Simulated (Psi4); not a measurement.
This Psi4 input (PBE/jun-cc-pV(T+d)Z) gives -76.37996 Eh with 67 basis functions.

```
memory 8100 MB

molecule {
0 1
O     0.00702152    0.00134342    0.11666744
H    -0.04995842    0.75929218   -0.47415850
H    -0.00621371   -0.77003954   -0.45918106
}

set {
  basis jun-cc-pv(t+d)z
  scf_type df
}

energy('pbe')
print_variables()
```

Change:
```diff
- basis jun-cc-pv(t+d)z
+ basis cc-pvdz
```

Task: What does the run give now?

Result: -76.33365 Eh (PBE/cc-pVDZ, 24 functions), a change of +46.31 mEh.
